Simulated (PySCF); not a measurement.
Streptocyanine-1, CH5N2 (charge +1).
SMILES: `NC=[NH2+]`

Computed, not measured: MP2 and CCSD/aug-cc-pVDZ in PySCF, restricted Hartree–Fock reference, frozen core, non-relativistic, gas phase, PBE0-D3(BJ)/def2-SVP geometry.

E(HF) = -149.49280 Eh.

Question: How large is the problem?

Answer: 114 basis functions and 24 electrons; 3 orbitals frozen, which leaves o = 9 correlated occupied and v = 102 virtual orbitals. That is o·v = 918 singles and o·v(o·v + 1)/2 = 421821 distinct closed-shell doubles amplitudes before symmetry; the costliest CCSD step grows as o²v⁴ = 8.8 × 10^9.

Question: What are the MP2 and CCSD correlation energies?

Answer: MP2 -0.4791 Eh and CCSD -0.5076 Eh, which gives totals of -149.97186 and -150.00043 Eh. That is 0.767 eV for each correlated electron at CCSD (1333 kJ/mol in all, 0.338 % of the total energy); MP2 gives 94.4 % of the CCSD value.

Question: What is the T1 diagnostic?

Answer: 0.0144, below the customary warning level of 0.02. It is the norm of the spatial-orbital singles amplitudes over the root of the number of correlated electrons, so the norm is 0.061.

Connected triples and the basis-set limit are missing.

The values belong to the conformer `[NH2:1][CH:2]=[NH2+:3]`: H–N1–C2–N3 0°, H–N1–C2–N3 180°.
